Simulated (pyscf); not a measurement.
# Four-centre exchange: HO–Si(OH)(OH)–F + HCl → HO–Si(OH)(OH)–Cl + HF

Gas phase, singlet surface, charge 0. Bonds broken: Si2–F5, Cl9–H10. Bonds formed: Si2–Cl9, F5–H10. Single points on ωB97X-D3(BJ)/def2-SVP structures (PySCF, gas phase).

Transition state (Å):

```xyz
10

O     -0.7396     1.5337    -0.8644
Si    -0.8003    -0.0245    -0.3063
O      0.0273    -0.7870    -1.5059
O     -2.4056    -0.2065     0.0238
F     -0.4137    -1.4777     0.7747
H     -1.2711     2.1736    -0.3793
H      0.1787    -0.1913    -2.2502
H     -2.6394    -1.0333     0.4597
Cl     0.4551     0.7072     1.7027
H      0.1396    -0.7324     1.5389
```

One imaginary mode, 580i cm⁻¹; descent along it reached the two sides named, in the forms told below.

| bond | change | reactant side (Å) | saddle | product side |
|---|---|---|---|---|
| Si2–F5 | breaks | 1.644 | 1.852 | 3.3 |
| Cl9–H10 | breaks | 1.293 | 1.483 | 2.239 |
| Si2–Cl9 | forms | 3.7 | 2.479 | 2.085 |
| F5–H10 | forms | 1.939 | 1.202 | 0.936 |

Electronic energies relative to the separated reactants (eV):

```csv
level,barrier,reaction energy,reverse barrier
ωB97X-D3(BJ)/def2-TZVP,1.50,+0.45,1.05
PBE/def2-TZVP,1.28,+0.51,0.77
r²SCAN/def2-TZVP,1.37,+0.56,0.81
B3LYP-D3(BJ)/def2-TZVP,1.54,+0.56,0.98
PBE0-D3(BJ)/def2-TZVP,1.40,+0.47,0.94
M06-2X/def2-TZVP,1.59,+0.58,1.01
ωB97M-D3(BJ)/def2-TZVP,1.54,+0.55,0.99
HF/def2-TZVP,2.53,+0.69,1.83
```

With ωB97M-D3(BJ)/def2-TZVP energies and thermal terms (ideal gas, 1 atm, RRHO with modes under 100 cm⁻¹ raised to 100, one conformer, R ln 2 for rigid chiral ones), in eV:

```json
[
 {"T (K)": "298", "ΔH‡": "1.53", "ΔG‡": "2.03", "ΔH": "+0.59", "ΔG": "+0.60"},
 {"T (K)": "600", "ΔH‡": "1.52", "ΔG‡": "2.55", "ΔH": "+0.60", "ΔG": "+0.61"},
 {"T (K)": "900", "ΔH‡": "1.53", "ΔG‡": "3.06", "ΔH": "+0.60", "ΔG": "+0.61"},
 {"T (K)": "1200", "ΔH‡": "1.54", "ΔG‡": "3.58", "ΔH": "+0.60", "ΔG": "+0.61"}
]
```

On the reactant side the descent ends in a complex, 0.21 eV under the separated species and 1.71 eV under the saddle at ωB97X-D3(BJ)/def2-TZVP. On the product side the descent ends in a complex, 0.30 eV under the separated species and 1.34 eV under the saddle at ωB97X-D3(BJ)/def2-TZVP. This is the saddle that the search found; another between the same sides may lie lower.
